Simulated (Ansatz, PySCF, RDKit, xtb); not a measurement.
# [C3H2]+: from the formula to a structure

Task: start from the formula [C3H2]+ (charge +1, odd number of electrons), draw up candidate structures, narrow them down in stages, and characterise the one that lies lowest at 400 K.

The funnel: GFN2-xTB relaxations, single points with a density functional, relaxations at B3LYP-D4/def2-TZVP, harmonic vibrations, and a last energy at a higher level. All values are calculated.

3 further runs of the same task are left out: 3 set aside as unsound or not needed.

## 1. Possible bonding patterns

All bonding patterns within simple valence rules are listed by program: one Lewis structure each, at most two rings and one unusual centre or charged pair. O–O, O–halogen and N–halogen bonds and N–N–N chains are not drawn. That gives 4 candidates.

| label | SMILES | spin |
| --- | --- | --- |
| c248 | [C]#C[CH2+] | doublet |
| c452 | [C]1=[C+]C1 | doublet |
| c534 | [CH]=C=[CH+] | doublet |
| c773 | [c]1c[cH+]1 | doublet |

Candidates are built by distance geometry, with a force field where one applies, in up to four conformers (letters a to d). 10 starts with atoms placed at random are added, to find patterns that the rules miss.

**Question.** With final energies at CCSD(T)/def2-TZVP, which structure will this search put lowest in free energy, and by what margin?

| quantity | value |
| --- | --- |
| lowest structure found | [c]1c[cH+]1, doublet, C2v |
| next finalist | [CH]=C=[CH+], doublet, 8.0 kcal/mol higher in G |
| share at equilibrium, among the finalists | 100.0 % |
| harmonic wavenumbers, lowest and highest (B3LYP-D4/def2-TZVP) | 842 and 3249 cm⁻¹ |
| rotational constants, same geometry | 1.35, 1.004, 0.5759 cm⁻¹ |
| HOMO energy (highest over α and β) (PBE0/def2-TZVPD) | -16.19 eV |
| LUMO energy (lowest over α and β) (PBE0/def2-TZVPD) | -11.05 eV |
| lowest excitation (TD-PBE0/def2-SVPD) | 4.73 eV (f = 0.003) |
| strongest of the states computed, same level | 6.34 eV (f = 0.039) |
| vertical ionisation energy (to the singlet ion of charge +2) | 19.21 eV |
| vertical recombination energy (electron added) | 8.64 eV |
| vertical quartet less doublet | +6.62 eV |

The search ends on `[c]1c[cH+]1`. Among the finalists first place is clear (8.0 kcal/mol); structures outside the list aren't covered. HF/STO-3G, r2SCAN-D4/def2-SVP, B3LYP-D4/def2-TZVP, HF/def2-TZVP and MP2/def2-TZVP already put its bonding pattern lowest among the structures in one piece; GFN2-xTB favours the doublet [CH]=C=[CH+]. A large T1 diagnostic among the finalists warns that one reference determinant may not suffice. It concerns: the finalist [CH]=C=[CH+] (doublet); the finalist [C][C][CH2] ‡ (doublet). The stability test raises a flag; for an open shell a flag towards a general spinor solution can be the free rotation of the spin. Lowest found is not proven lowest: the search is finite, and each finalist counts with one conformer.

‡ marks the bonded skeleton alone, with all bonds drawn single: no Lewis structure was assigned that passes a check against the bond lengths.
